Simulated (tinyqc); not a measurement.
Extended Hueckel theory, for H3O+, step by step. The parameters take no account of the charge, which enters only through the electron count. Computed by tinyqc, a small Python program that keeps every step (integrals from PySCF). Settings: charge = 1, K = 1.75, weighted = 1, multiplicity = 1. Command: `OMP_NUM_THREADS=1 python tinyqc.py 31860 31861 out.jsonl` (the two numbers bound the seeds that draw the settings). One thread of a shared host (Intel(R) Xeon(R) Processor @ 2.60GHz), about 0.01 s of CPU time with the checks.

## Overlaps

Geometry (angstrom):
```
atom          x          y         z
O      0.000000   0.000000  0.310000
H      0.899000   0.000000  0.000000
H     -0.450000   0.779000  0.000000
H     -0.450000  -0.779000  0.000000
```

Parameters chosen for this run:
```
element  shell  Slater exponent   H_ii (eV)
O           2s         2.275000  -32.300000
O           2p         2.275000  -14.800000
H           1s         1.300000  -13.600000
```

Slater orbitals, each expanded in six Gaussians scaled to its exponent.

overlap S, lower triangle:
```
           1O 2s     1O 2px     1O 2py     1O 2pz     2H 1s     3H 1s     4H 1s
1O 2s   1.000000
1O 2px  0.000000   1.000000
1O 2py  0.000000   0.000000   1.000000
1O 2pz  0.000000   0.000000   0.000000   1.000000
2H 1s   0.465445   0.374000   0.000000  -0.128966  1.000000
3H 1s   0.465045  -0.186984   0.323690  -0.128811  0.211432  1.000000
4H 1s   0.465045  -0.186984  -0.323690  -0.128811  0.211432  0.211356  1.000000
```

## Wolfsberg-Helmholz matrix

diagonal H_ii (eV): 1O 2s -32.300000, 1O 2px -14.800000, 1O 2py -14.800000, 1O 2pz -14.800000, 2H 1s -13.600000, 3H 1s -13.600000, 4H 1s -13.600000

K = 1.750000

H_ij = K' S_ij (H_ii + H_jj)/2 for i != j (the diagonal keeps H_ii), with K' = K + D^2 + D^4 (1 - K), D = (H_ii - H_jj)/(H_ii + H_jj), K = 1.75.

H (eV), lower triangle:
```
             1O 2s      1O 2px      1O 2py      1O 2pz       2H 1s       3H 1s       4H 1s
1O 2s   -32.300000
1O 2px    0.000000  -14.800000
1O 2py    0.000000    0.000000  -14.800000
1O 2pz    0.000000    0.000000    0.000000  -14.800000
2H 1s   -20.245717   -9.303369    0.000000    3.208058  -13.600000
3H 1s   -20.228337    4.651284   -8.051890    3.204218   -5.032086  -13.600000
4H 1s   -20.228337    4.651284    8.051890    3.204218   -5.032086   -5.030270  -13.600000
```

## Orbitals

valence electrons = 8

Solve H C = S C e through S^(-1/2); fill by pairs from the bottom, a degenerate level sharing its electrons equally; each orbital has its largest coefficient positive (the first on a tie).

orbital energies (eV): -34.428185  -17.236531  -17.235244  -14.973655  0.283930  0.303271  21.069948

occupations: 2.000000  2.000000  2.000000  2.000000  0.000000  0.000000  0.000000

coefficients:
```
              MO1        MO2        MO3        MO4        MO5        MO6        MO7
1O 2s    0.793830  -0.000023   0.000000   0.102127   0.000000   0.000781   1.120835
1O 2px  -0.000031   0.703540   0.000000   0.000070   0.000000  -0.931421   0.001135
1O 2py   0.000000   0.000000   0.703622   0.000000   0.931008   0.000000   0.000000
1O 2pz   0.025114  -0.000066   0.000000   0.979862   0.000000  -0.000196  -0.328732
2H 1s    0.133587   0.399919   0.000000  -0.044448   0.000000   0.995243  -0.665412
3H 1s    0.133427  -0.200117   0.346438  -0.044455  -0.862206  -0.498674  -0.663100
4H 1s    0.133427  -0.200117  -0.346438  -0.044455   0.862206  -0.498674  -0.663100
```

sum of one-electron energies = -167.747230 eV

## Mulliken analysis

P = C n C^T; charge = valence electrons (O 6, H 1) minus the sum of (P S)_ii on the atom; overlap population = 2 sum P_ij S_ij between two atoms.

charges: 1O -0.128344, 2H 0.376118, 3H 0.376113, 4H 0.376113

Overlap populations:
```
pair      value
2-1    0.630617
3-1    0.630221
3-2   -0.050939
4-1    0.630221
4-2   -0.050939
4-3   -0.050889
```
